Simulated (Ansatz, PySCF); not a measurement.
System: ethyl chloride, C2H5Cl, charge 0, multiplicity 1. 
Geometry from a B3LYP-D3(BJ)/def2-TZVP (Ansatz, an electronic-structure program) optimisation:
```xyz
8

C      0.0132     0.8176    -0.0128
C      1.5157     0.6457    -0.0186
Cl    -0.8344    -0.7820     0.0168
H     -0.3333     1.3555     0.8664
H     -0.3433     1.3280    -0.9043
H      1.9943     1.6284    -0.0365
H      1.8521     0.1152     0.8721
H      1.8422     0.0878    -0.8961
```

Dipole moments at this geometry, in debye (magnitudes).

| level | program | dipole (D) |
|---|---|---|
| PBE/def2-TZVPD | Ansatz | 2.13 |
| revPBE/def2-TZVPD | Ansatz | 2.12 |
| BP86/def2-TZVPD | PySCF | 2.14 |
| r2SCAN/def2-TZVPD | Ansatz | 2.21 |
| B97M-V/def2-TZVPD | Ansatz | 2.17 |
| BHLYP/def2-TZVPD | Ansatz | 2.26 |
| r2SCANh/def2-TZVPD | Ansatz | 2.22 |
| r2SCAN0/def2-TZVPD | Ansatz | 2.24 |
| MN15/def2-TZVPD | PySCF | 2.23 |
| CAM-B3LYP/def2-TZVPD | Ansatz | 2.21 |
| LC-wPBE/def2-TZVPD | Ansatz | 2.21 |
| wB97M-V/def2-TZVPD | Ansatz | 2.17 |
| CCSD(T)/aug-cc-pV(D+d)Z | Ansatz | 2.13 |

Measured: 2.05 D (NIST CCCBDB, as tabulated in the package chemicals), a vibrational average. This is an older compilation, not checked against later work.
